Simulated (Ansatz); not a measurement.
## How far each method lies from UCCSDT(Q) for [OH···H···O], triplet

Geometry: a point of a hydrogen-transfer path between rigid fragments, not a stationary point.

```yaml
atoms:
  - { symbol: O, position_ang: [-1.2068, -0.0275, 0.0000] }
  - { symbol: H, position_ang: [-1.4562, 0.8991, 0.0000] }
  - { symbol: H, position_ang: [-0.2473, -0.0275, 0.0000] }
  - { symbol: O, position_ang: [1.3142, -0.0275, 0.0000] }
```

Basis cc-pVTZ; Ansatz 0.2.0. Correlated methods freeze the noble-gas cores, which leaves 14 electrons in 86 orbitals. Prefix R: restricted or restricted open-shell reference; prefix U: unrestricted. Active spaces: pair = (4e, 4o) about the gap; valence = (14e, 10o) chosen from the atoms' valence shells.

Full CI isn't at hand for all of this; UCCSDT(Q) serves as the reference, and is uncertain by about the last step of the cluster series. The frozen core follows each run's orbitals, which can shift R against U totals by a few meV.

The UHF ⟨S²⟩ is 2.008 and the T1 diagnostic (RCCSD) is 0.0295. The largest doubles amplitude (RCCSD) is 0.032 and the T1 diagnostic (UCCSD) is 0.0247.

```csv
level,E − E(RHF) (eV)
UHF,-0.1752
RMP2,-11.3168
UMP2,-11.3134
RCCSD,-11.8951
UCCSD,-11.8996
RCCSD(T),-12.2056
UCCSD(T),-12.2082
```

(1) Estimate how far UCCSDT(Q) in cc-pVTZ lies from RCCSD(T). The table doesn't fix it; the size of (T) and the diagnostics are the guide.

(1) UCCSDT(Q) in cc-pVTZ lies 28 meV below RCCSD(T), which is 9 % of the (T) step (-310 meV). The diagnostics are small and one determinant leads, so the series closes fast and only a small part of (T) is left.

The other levels:

```csv
level,E − E(UCCSDT(Q)) (meV),share of correlation (%),wall time
BCCD(T),27,99.78,12 s (H100)
RCCSDT,15,99.88,–
UCCSDT,13,99.90,–
RCCSDT(Q),4,99.97,40 s (H100)
CASSCF (pair space),11662,4.68,–
NEVPT2 (pair space),947,92.26,7 s (H100)
CASSCF (valence space),10818,11.57,–
NEVPT2 (valence space),1715,85.98,9.5 s (H100)
```

The correlation energy at UCCSDT(Q), counted from RHF, is -12.234 eV. That run took 33 s on 2 threads of AMD EPYC 7R13 with a shared H100 80 GB, shared host.

Times hold each run's SCF and search for its determinant on a shared host, so for small cases they say little of a method's own cost.

Natural occupations of CASSCF (valence space) about the gap: 1.999 1.982 1.978 1.000 1.000 0.022 0.019; effectively unpaired electrons, Σ n²(2−n)², 2.01.
